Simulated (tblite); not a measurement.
Species: C4H7NS (charge +1 and doublet state).
Numbering: `[H]/[N:1]=[C:2]1/[CH2:3][CH2:4][C@@H:5]1[SH+:6]` (hydrogens: H7 on N1; H8, H9 on C3; H10, H11 on C4; H12 on C5; H13 on S6)

Structure used (GFN2-xTB), in Å, numbered top down from 1:
```
atom  x, y, z in Å
N1     0.6993    1.9924   -0.6609
C2     0.1532    0.9675   -0.3008
C3    -0.9856    0.6313    0.5884
C4    -0.7784   -0.8785    0.3612
C5     0.3533   -0.5874   -0.6225
S6     1.9859   -1.2219   -0.3618
H7     1.4790    2.1487   -1.2801
H8    -0.8365    0.9789    1.6109
H9    -1.9292    1.0362    0.2228
H10   -0.4703   -1.4203    1.2526
H11   -1.6262   -1.3913   -0.0875
H12    0.1062   -0.7200   -1.6776
H13    1.8449   -1.5351    0.9374
```

Computed with GFN2-xTB (tblite): harmonic, unscaled wavenumbers at the GFN2-xTB geometry, gas phase. Against measured fundamentals such values can be off by several per cent, at times by over 20. Modes of hydrogen on sulfur can be 10 to 20 % off. One conformer, not necessarily the lowest. Open shells enter through the occupations alone, without spin polarisation, and single modes of such species can be off by tens of per cent.

Harmonic wavenumbers (cm⁻¹): 76.6, 175.4, 256.6, 309.7, 397.3, 447.1, 575.6, 672.8, 720.8, 744.6, 780.6, 832.9, 840.3, 977.8, 986.2, 1026.1, 1053.0, 1081.0, 1097.0, 1134.3, 1192.7, 1209.8, 1241.7, 1374.4, 1449.0, 1882.9, 2351.9, 2961.5, 2993.3, 3005.7, 3034.0, 3037.9, 3437.6.

A = 4448, B = 2439, C = 1717 MHz; mass 101.030 u (most abundant isotopes); point group C1, symmetry number 1; spin multiplicity 2.

Q: Zero-point energy?

A: Half the sum of the wavenumbers: 21679 cm⁻¹ = 61.98 kcal/mol.

Q: Give the ideal-gas entropy at 273.15 K and 1 bar in the rigid-rotor, harmonic-oscillator model (classical rotation).

A: Translation 39.34, rotation 26.99, vibration 12.29, spin (R ln 2) 1.38: S = 80.0 cal/(mol K).

Q: And Cp and H(273.15 K) − H(0)?

A: Cp = 24.59 cal/(mol K), of which vibrations give 16.64 (their classical limit is 33 R = 65.6); H(273.15 K) − H(0) = 4.14 kcal/mol without the zero-point energy, 1.97 from vibrations.

Q: Which modes carry the vibrational entropy at 273.15 K?

A: 76.6 cm⁻¹: 3.80; 175.4 cm⁻¹: 2.21; 256.6 cm⁻¹: 1.53; 309.7 cm⁻¹: 1.22; 397.3 cm⁻¹: 0.85; 447.1 cm⁻¹: 0.69 cal/(mol K); the other 27 give 1.99 together.

Q: Blend soft modes into free rotors: weight 1/[1 + (100 cm⁻¹/ν̃)⁴] for the oscillator and the rest for a rotor with moment μB/(μ + B), μ = h/(8π²ν), B = 10⁻⁴⁴ kg m². What vibrational entropy results?

A: 11.74 cal/(mol K) in place of 12.29, which changes −T·S at 273.15 K by +0.15 kcal/mol.

Q: How do the functions run with temperature in this model?

A: 
```csv
T (K),S (cal/(mol K)),Cp (cal/(mol K)),H − H(0) (kcal/mol),G − H(0) (kcal/mol),ln q(vib)
50,55.1,9.7,0.43,-2.33,0.12
100,62.7,12.5,0.98,-5.28,0.53
298.15,82.2,26.5,4.78,-19.74,2.89
373.15,88.8,32.0,6.98,-26.15,3.95
500,99.3,39.7,11.55,-38.09,5.85
750,117.5,49.8,22.84,-65.25,9.67
1000,132.7,56.2,36.15,-96.57,13.34
```

q(vib) and H(0) count from the zero-point level.

Q: What must be added to the electronic energy to get the Gibbs energy at 273.15 K and 1 bar?

A: ZPE + [H(273.15 K) − H(0)] − T·S = 61.98 + 4.14 − 21.85 = 44.27 kcal/mol.

Hindered rotation and anharmonicity are outside this model. Other conformers, if any are populated, would add a mixing term that is left out. The structure is chiral; the term R ln 2 for an equal mix with its mirror image is left out.
